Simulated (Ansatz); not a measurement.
Cost and result for the atomization energy of `[BH2][AlH][CH3]` (9 atoms, 8 bonds).

Cartesian coordinates in Å:
```
B 1.143 0.044 -1.675
Al -0.458 0.424 -0.339
C -0.550 -0.325 1.469
H 2.128 0.729 -1.729
H 1.147 -0.872 -2.453
H -1.650 1.378 -0.811
H 0.234 -1.052 1.692
H -0.476 0.481 2.208
H -1.519 -0.807 1.638
```

Total charge 0; spin multiplicity 1. The geometry is a stationary point of PBE0-D4/def2-TZVP. Program: Ansatz. All runs use 2 threads of an Arm Neoverse V1 on a shared host. Times are those of one run each, without the atoms' runs, and a repeat can differ threefold. Electronic energies, without spin–orbit coupling; frozen cores. CCSD(T)/CBS adds CCSD(T) − MP2 in def2-TZVPP to the MP2 limit, and its time is that of the two runs behind it. T1 = 0.010. HSE06 is the plane-wave form, built on full-range PBE exchange.

CCSD(T)/CBS is a level of theory with its own doubt, some kJ/mol a heavy atom from the limit and from the frozen cores, so smaller differences don't rank the functionals.

```csv
level,functions,wall time
LDA (SPW92)/def2-TZVPP,188,1.1 s
CCSD(T)/def2-SVP,76,1.4 s
PBE-D4/def2-TZVPP (with forces),188,2.3 s
PBE0-D4/def2-TZVPP,188,2.5 s
BHLYP-D4/def2-TZVPP,188,2.6 s
HSE06-D4/def2-TZVPP,188,2.7 s
PBE-QIDH/def2-TZVPP,188,4.1 s
r2SCAN-D4/def2-TZVPP (with forces),188,4.2 s
r2SCANh-D4/def2-TZVPP,188,4.4 s
ωB97M-V/def2-TZVPP (with forces),188,10 s
MP2/def2-QZVPP,364,20 s
CCSD(T)/def2-TZVPP,188,32 s
CCSD(T)/CBS(def2),–,52 s
```

Q: What atomization energy does each give, and how far from CCSD(T)/CBS? (Estimate.)

A: The calculation gave: 
```json
{"level": "LDA (SPW92)/def2-TZVPP", "atomization (kcal/mol)": "753.2", "difference from CCSD(T)/CBS": "73.3", "per bond": "9.2"}
{"level": "CCSD(T)/def2-SVP", "atomization (kcal/mol)": "650.4", "difference from CCSD(T)/CBS": "-29.5", "per bond": "-3.7"}
{"level": "PBE-D4/def2-TZVPP (with forces)", "atomization (kcal/mol)": "682.4", "difference from CCSD(T)/CBS": "2.5", "per bond": "0.3"}
{"level": "PBE0-D4/def2-TZVPP", "atomization (kcal/mol)": "679.6", "difference from CCSD(T)/CBS": "-0.3", "per bond": "0.0"}
{"level": "BHLYP-D4/def2-TZVPP", "atomization (kcal/mol)": "674.7", "difference from CCSD(T)/CBS": "-5.2", "per bond": "-0.7"}
{"level": "HSE06-D4/def2-TZVPP", "atomization (kcal/mol)": "680.0", "difference from CCSD(T)/CBS": "0.1", "per bond": "0.0"}
{"level": "PBE-QIDH/def2-TZVPP", "atomization (kcal/mol)": "677.3", "difference from CCSD(T)/CBS": "-2.6", "per bond": "-0.3"}
{"level": "r2SCAN-D4/def2-TZVPP (with forces)", "atomization (kcal/mol)": "684.4", "difference from CCSD(T)/CBS": "4.5", "per bond": "0.6"}
{"level": "r2SCANh-D4/def2-TZVPP", "atomization (kcal/mol)": "682.5", "difference from CCSD(T)/CBS": "2.6", "per bond": "0.3"}
{"level": "ωB97M-V/def2-TZVPP (with forces)", "atomization (kcal/mol)": "683.3", "difference from CCSD(T)/CBS": "3.4", "per bond": "0.4"}
{"level": "MP2/def2-QZVPP", "atomization (kcal/mol)": "674.7", "difference from CCSD(T)/CBS": "-5.2", "per bond": "-0.7"}
{"level": "CCSD(T)/def2-TZVPP", "atomization (kcal/mol)": "666.1", "difference from CCSD(T)/CBS": "-13.8", "per bond": "-1.7"}
{"level": "CCSD(T)/CBS(def2)", "atomization (kcal/mol)": "679.9", "difference from CCSD(T)/CBS": "0.0", "per bond": "0.0"}
```

Leaving LDA and LC-ωPBE aside and taking each functional with its dispersion term where it has one, the values, not all of them listed here, spread over 17.7 kcal/mol, from revPBE-D4 to B97M-V. LDA lies +73.5 kcal/mol from PBE without D4, its usual overbinding. In def2-TZVPP, CCSD(T) changes the Hartree–Fock value by +134.3 kcal/mol (the triples alone add +5.5 kcal/mol) and MP2 by +134.7 kcal/mol; breaking electron pairs costs correlation energy, which Hartree–Fock lacks. From BLYP to BHLYP (50 % exact exchange), in def2-TZVPP and without D4, the atomization energy moves by +1.3 kcal/mol.
